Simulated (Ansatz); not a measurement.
**doublet CH₂(-): levels of theory in one basis**

```yaml
atoms:
  - { symbol: H, position_ang: [0.0000, 0.2568, -0.8566] }
  - { symbol: C, position_ang: [0.0000, -0.5137, 0.0000] }
  - { symbol: H, position_ang: [0.0000, 0.2568, 0.8566] }
```

Basis set: def2-SVP (spherical functions). Correlated methods keep 1 orbital frozen. Correlation on ROHF uses semicanonical orbitals with singles. Charge -1, multiplicity 2.

Computed with Ansatz (development build ahead of 0.2.0); each method stands on the lowest determinant of its kind that the runs found.

| method | E − E(ROHF) (eV) | <S²> of the determinant |
| --- | --- | --- |
| ROHF | 0.00 | – |
| UHF | -0.09 | 0.76 |
| ROHF-MP2 | -3.53 | – |
| UHF-MP2 | -3.53 | 0.76 |

(1) What does ROHF-CCSD(T) give on the same scale?

(2) Is a single determinant a sound starting point here?

Results:

(1) -4.18 eV.

(2) By this sign, yes. Unrestricted orbitals gain 0.09 eV and <S²> is 0.76 against 0.75 for a pure state.

Caution: no diffuse functions for an anion.
